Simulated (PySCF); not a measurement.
SiH₄.
Structure used (PBE0-D3(BJ)/def2-SVP), in Å, numbered top down from 1:
```
atom  x, y, z in Å
Si1    0.000    0.000    0.000
H2     0.011   -0.020    1.493
H3     1.404    0.012   -0.508
H4    -0.712    1.223   -0.476
H5    -0.703   -1.215   -0.509
```

Computed with TDDFT wB97X-D/def2-SVPD, vertical, gas phase, core orbitals frozen in the response (PySCF 2.14.0, density-fitted response routines).

Kohn–Sham orbitals with the atoms that hold most of them (Löwdin shares over 4%, at most four atoms; ? is withheld):

| orbital | ε (eV) | atoms |
| --- | --- | --- |
| LUMO+2 | 2.82 | Si1 57%, H2 11%, H5 11%, H3 11% |
| LUMO+1 | 2.82 | Si1 57%, H4 11%, H2 11%, H5 10% |
| LUMO | 1.97 | ? |
| HOMO | -11.77 | Si1 44%, H3 26%, H5 24% |
| HOMO-1 | -11.77 | Si1 44%, H4 36%, H3 10%, H5 7% |
| HOMO-2 | -11.77 | Si1 44%, H2 36%, H5 11%, H3 6% |
| HOMO-3 | -17.41 | Si1 42%, H3 14%, H2 14%, H5 14% |

Task: Which atoms hold the LUMO, and with what shares?

Result: Si1 (bonded to 4 H) 70%; H2 (bonded to Si) 8%; H4 (bonded to Si) 8%; H5 (bonded to Si) 8%. By element: silicon 70%, hydrogen 22% or more.

Within 0.005 eV of a neighbour in this list lie HOMO-2/HOMO-1/HOMO and LUMO+1/LUMO+2 (point group found: Td); within a degenerate set the shares of single atoms can hang on how the components are chosen.

Task: The HOMO–LUMO gap is 13.75 eV. Where does the response calculation put the lowest singlet, and from which orbitals?

Result: S1 is at 9.28 eV (f = 0.0000), 4.47 eV below the gap, made of HOMO-2/HOMO-1/HOMO→LUMO+1/LUMO+2 (≥48%), HOMO-2/HOMO-1/HOMO→LUMO+3 (≥15%). S1/S2/S3 lie within about 0.01 eV of each other. Its leading pair isn't HOMO and LUMO; the energies of that pair differ by 14.59 eV. 

Next come S2 at 9.28 eV (f 0.0000), HOMO-2/HOMO-1/HOMO→LUMO+1/LUMO+2 (≥48%), HOMO-2/HOMO-1/HOMO→LUMO+3 (≥32%); S3 at 9.28 eV (f 0.0000), HOMO-2/HOMO-1/HOMO→LUMO+1/LUMO+2 (≥47%), HOMO-2/HOMO-1/HOMO→LUMO+3 (≥41%); S4 at 9.41 eV (f 0.163), HOMO-2/HOMO-1/HOMO→LUMO (97%); S5 at 9.41 eV (f 0.163), HOMO-2/HOMO-1/HOMO→LUMO (97%).

Orbitals of the list HOMO-3 to LUMO+2 that lie within 0.01 eV of each other are written together with a slash and their weights summed (≥ marks a lower bound); for degenerate orbitals outside that list single weights are arbitrary.

Löwdin shares depend on the basis, the more so with diffuse functions.
